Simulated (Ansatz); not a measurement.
# C₂H₅NS: up Jacob's ladder to CCSD(T)

The task here is to estimate one member of a computed series from the others.

The runs use Ansatz 0.2.0, Gaussian basis; functionals in def2-TZVPP, the program's frozen cores in correlated methods.

The runs, in order: LDA (SPW92), PBE-D4, revPBE-D4, BLYP-D4, r2SCAN-D4, B97M-V, PBE0-D4, B3LYP-D4, r2SCANh-D4, r2SCAN0-D4, HSE06-D4, BHLYP-D4, CAM-B3LYP-D4, LC-ωPBE, ωB97X-V, ωB97M-V, B2PLYP, PBE-QIDH; CCSD(T)/def2-SVP; CCSD(T)/def2-TZVPP; MP2/def2-QZVPP; extrapolation to the limit; RPA on PBE.

### Structure used throughout

The geometry comes from an earlier relaxation with PBE0-D4 in a triple-zeta def2 set; it is a stationary point, not always the lowest conformer.

SMILES `C=NCS`, 9 atoms, charge 0, spin multiplicity 1.

Atoms are counted from 1 here; the program's logs count them from 0.

Bond lengths: C1–N2 1.259 Å, C1–H5 1.099 Å, C1–H6 1.089 Å, N2–C3 1.437 Å, C3–S4 1.811 Å, C3–H7 1.091 Å, C3–H8 1.100 Å, S4–H9 1.343 Å. Angles: N2–C1–H5 123.3°, N2–C1–H6 119.3°, H5–C1–H6 117.4°, C1–N2–C3 117.6°, N2–C3–S4 111.7°, N2–C3–H7 108.8°, N2–C3–H8 113.6°, S4–C3–H7 109.0°, S4–C3–H8 104.9°, H7–C3–H8 108.7°, C3–S4–H9 95.9°.

Geometry (Å):

```csv
atom,x (Å),y (Å),z (Å)
C1,-0.1320,1.2151,-0.9968
N2,-0.6529,0.3226,-0.2783
C3,0.1852,-0.7674,0.1402
S4,0.4516,-0.7566,1.9317
H5,0.9196,1.1963,-1.3144
H6,-0.7404,2.0564,-1.3255
H7,-0.2921,-1.7068,-0.1421
H8,1.1940,-0.7390,-0.2962
H9,-0.8445,-0.8667,2.2642
```

Set-up of the first run:

Input file in.yaml:

```yaml
crystal:
  periodic: [false, false, false]
  atoms:
    - {symbol: C, position_ang: [-0.131974, 1.215095, -0.996760]}
    - {symbol: N, position_ang: [-0.652863, 0.322647, -0.278329]}
    - {symbol: C, position_ang: [0.185172, -0.767385, 0.140224]}
    - {symbol: S, position_ang: [0.451623, -0.756642, 1.931690]}
    - {symbol: H, position_ang: [0.919619, 1.196261, -1.314425]}
    - {symbol: H, position_ang: [-0.740375, 2.056366, -1.325455]}
    - {symbol: H, position_ang: [-0.292136, -1.706807, -0.142110]}
    - {symbol: H, position_ang: [1.194038, -0.738987, -0.296183]}
    - {symbol: H, position_ang: [-0.844504, -0.866747, 2.264249]}
basis:
  gaussian: {orbitals: def2-TZVPP}
hamiltonian: {xc: lda}
output: {orbitals: {seedname: orbitals}}
```

Started as:

```
$ ansatz run in.yaml --threads 2 --pin off --events-out ev --progress --plain --max-ram 4352MiB
```

Steps of the session up to this table: LDA; PBE-D4 (GGA); revPBE-D4 (GGA); BLYP-D4 (GGA); r2SCAN-D4 (meta-GGA); B97M-V (meta-GGA); PBE0-D4 (hybrid); B3LYP-D4 (hybrid); r2SCANh-D4 (hybrid); r2SCAN0-D4 (hybrid); HSE06-D4 (hybrid); BHLYP-D4 (hybrid); CAM-B3LYP-D4 (range-separated); LC-ωPBE (range-separated); ωB97X-V (range-separated); ωB97M-V (range-separated); B2PLYP (double hybrid); PBE-QIDH (double hybrid).

One table of the session follows, with a row left open; its other results are not shown here.

It belongs to the step «Frontier levels by functional». 

```
  functional  HOMO (eV)  gap (eV)
 LDA (SPW92)          ?         ?
      PBE-D4      -5.76      3.88
   revPBE-D4      -5.71      3.93
     BLYP-D4      -5.60      3.86
   r2SCAN-D4      -6.01      4.35
      B97M-V      -6.10      4.54
     PBE0-D4      -6.99      6.24
    B3LYP-D4      -6.75      5.74
  r2SCANh-D4      -6.47      5.22
  r2SCAN0-D4      -7.16      6.52
    HSE06-D4      -6.59      5.45
    BHLYP-D4      -8.09      8.54
CAM-B3LYP-D4      -8.35      8.78
     LC-ωPBE      -9.78     11.45
     ωB97X-V      -9.40     10.97
     ωB97M-V      -9.23     10.70
```

Estimate the missing values for LDA (SPW92).

**Answer.** HOMO (eV): -5.88; gap (eV): 3.76. In the column «HOMO (eV)» it lies between r2SCAN-D4 (-6.01) and PBE-D4 (-5.76).
